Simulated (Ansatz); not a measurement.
**Cost against result**

The pair of NH4⁺ (SMILES [NH4+], atoms 1–5) and CH3Cl (SMILES CCl, atoms 6–10), both closed shells, in one local arrangement (a lower one may exist), relaxed at PBE0-D4/def2-TZVP:

| atom | x (Å) | y (Å) | z (Å) |
| --- | --- | --- | --- |
| N1 | 0.2477 | 0.3994 | -2.0075 |
| H2 | -0.1502 | 1.2224 | -2.4630 |
| H3 | -0.1936 | -0.4392 | -2.3870 |
| H4 | 0.0758 | 0.4601 | -0.9693 |
| H5 | 1.2517 | 0.3672 | -2.1899 |
| C6 | -0.2389 | -0.5363 | 2.0947 |
| Cl7 | -0.3025 | 0.8986 | 1.0185 |
| H8 | -0.4430 | -0.1712 | 3.0972 |
| H9 | 0.7572 | -0.9644 | 2.0330 |
| H10 | -1.0042 | -1.2367 | 1.7734 |

Interaction energies are counterpoise-corrected; the time is that of the whole pair.

Ansatz 0.2.0; basis: as named in each row; cores frozen in the correlated methods. B3LYP uses VWN-RPA correlation. Extrapolation: Hartree–Fock as exp(−7.88 √X), correlation as X^−2.97.

Times are rough, for one single point on 4 threads of a shared host (Arm Neoverse V1).

The estimate by CCSD(T) at an estimated basis limit (MP2 extrapolated from triple and quadruple zeta, plus CCSD(T) − MP2 in triple zeta) is -56.9 kJ/mol.

```csv
method,basis,time (s),interaction energy (kJ/mol),method less estimate
HF,STO-3G,under 1,-49.8,7.1
PBE-D4,STO-3G,under 1,-74.4,-17.5
SPW92,def2-SVP,under 1,-77.4,-20.6
B3LYP-D4,6-31G,under 1,-56.3,0.5
PBE-D4,def2-SVP,under 1,-66.6,-9.8
PBE0-D4,def2-SVP,under 1,-63.5,-6.6
CCSD(T),def2-SVP,1,-48.6,8.2
PBE-D4,def2-TZVPPD,2,-65.0,-8.1
revPBE-D4,def2-TZVPPD,2,-61.1,-4.3
BLYP-D4,def2-TZVPPD,2,-61.8,-4.9
PBE0-D4,def2-TZVPPD,2,-62.5,-5.6
wB97M-V,def2-SVP,2,-60.2,-3.3
B3LYP-D4,def2-TZVPPD,2,-61.0,-4.2
HSE06-D4,def2-TZVPPD,2,-62.5,-5.7
r2SCAN-D4,def2-TZVPPD,3,-61.3,-4.4
B2PLYP,def2-TZVPPD,4,-56.1,0.7
wB97X-V,def2-TZVPPD,5,-57.8,-0.9
wB97M-V,def2-TZVPPD,6,-57.7,-0.8
B97M-V,def2-TZVPPD,6,-59.1,-2.3
MP2,def2-QZVPPD,13,-57.2,-0.3
CCSD(T),def2-TZVPPD,60,-53.9,3.0
```

The T1 diagnostic stays at or below 0.008.
